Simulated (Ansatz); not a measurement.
## SiO⁺, doublet: the ladder up to UCCSDT(Q)

Geometry: that of the SiO, triplet, kept fixed.

```xyz
2

Si    0.0000    0.0000    0.0000
O     0.0000    0.0000    1.7235
```

Basis cc-pVDZ; Ansatz 0.2.0. Correlated methods freeze the noble-gas cores, which leaves 9 electrons in 26 orbitals. R marks a restricted (for open shells ROHF) determinant, U an unrestricted one. Active spaces: valence = (9e, 8o) chosen from the atoms' valence shells.

Full CI isn't at hand for all of this; UCCSDT(Q) serves as the reference, and is uncertain by about the last step of the cluster series. The frozen core follows each run's orbitals, which can shift R against U totals by a few meV.

For open shells CISD is restricted-active-space CI with the open shells as a complete middle space.

- UHF ⟨S²⟩: 0.761
- T1 diagnostic (RCCSD): 0.0299
- largest doubles amplitude (RCCSD): 0.082
- T1 diagnostic (UCCSD): 0.0268

| level | E − E(UCCSDT(Q)) (meV) | share of correlation (%) | wall time |
| --- | --- | --- | --- |
| RHF | 6447 | 0.00 | – |
| UHF | 6345 | 1.59 | – |
| RMP2 | 932 | 85.54 | – |
| UMP2 | 929 | 85.59 | – |
| CISD | 626 | 90.29 | 0.6 s |
| RCCSD | 229 | 96.44 | – |
| UCCSD | 227 | 96.47 | – |
| RCCSD(T) | 50 | 99.23 | 1.3 s |
| UCCSD(T) | 50 | 99.23 | 1.4 s |
| BCCD(T) | 49 | 99.24 | 1.2 s |
| RCCSDT | 20 | 99.68 | – |
| UCCSDT | 20 | 99.69 | – |
| RCCSDT(Q) | 6 | 99.90 | 3.9 s |
| CASSCF (valence space) | 4115 | 36.17 | – |
| NEVPT2 (valence space) | 897 | 86.09 | 1.2 s |
| MRCISD (valence space) | 259 | 95.99 | – |
| MRCISD+Q (valence space) | 60 | 99.07 | 1.7 s |

The correlation energy at UCCSDT(Q), counted from RHF, is -6.447 eV. That run took 3.9 s on 1 thread of AMD EPYC 9R45, shared host.

Times hold each run's SCF and search for its determinant on a shared host, so for small cases they say little of a method's own cost; they ran on 1 thread of AMD EPYC 9R45.

Natural occupations of CASSCF (valence space) about the gap: 1.998 1.973 1.962 1.939 0.998 0.060 0.039 0.032; effectively unpaired electrons, Σ n²(2−n)², 1.05.
